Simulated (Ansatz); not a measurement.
`C#CC(=C)C` + H₂ → `C#CC=C` + CH₄ at 700 K and 1 bar (hydrogenolysis of a C–C bond).

Computed with Ansatz on PBE0-D4/def2-TZVP structures; ΔE is electronic, products minus reactants. CCSD(T)/CBS adds triple-zeta CCSD(T) − MP2 to the extrapolated MP2 energy (def2 sets, frozen cores). This one scheme is used for every species.

```
    species  CCSD(T)/CBS energy (Eh)  H − E (kJ/mol)  S (J/(mol·K))
`C#CC(=C)C`               -193.78910           305.4          417.0
         H₂                 -1.17544            46.8          155.3
   `C#CC=C`               -154.52327           214.2          357.1
        CH₄                -40.46206           145.9          224.0
```

H − E and S are ideal-gas, rigid-rotor, harmonic terms from PBE0-D4/def2-TZVP. The MP2-based limit puts H₂ 0.8 mEh under its directly extrapolated value; such offsets cancel only in part. 1 Eh = 2625.50 kJ/mol, R = 8.31446 J/(mol·K).

Q: By hand: ΔE, ΔH, ΔS and ΔG.

A: ΔE = (-154.52327) + (-40.46206) − (-193.78910) − (-1.17544) = -0.02079 Eh = -54.6 kJ/mol. Δ(H − E) = 214.2 + 145.9 − 305.4 − 46.8 = 7.9, so ΔH = -46.7 kJ/mol. ΔS = 357.1 + 224.0 − 417.0 − 155.3 = 8.8 J/(mol·K). ΔG = -46.7 − 700 × (8.8)/1000 = -52.9 kJ/mol.

Q: By hand: the equilibrium constant, and the temperature at which ΔG would vanish if ΔH and ΔS stayed fixed.

A: log₁₀ K = −ΔG/(RT ln 10) = 3.9. ΔH and −TΔS have one sign here, so there is no such temperature.

The number of gas molecules stays the same, so ΔS is small and ΔH decides. A doubt of 5 kJ/mol in ΔE shifts log₁₀ K by 0.4 here. These are equilibria of isolated gas molecules and say nothing of rates. Largest T1 diagnostic: 0.012 (customary marks: 0.02 for closed shells, 0.045 for open ones).
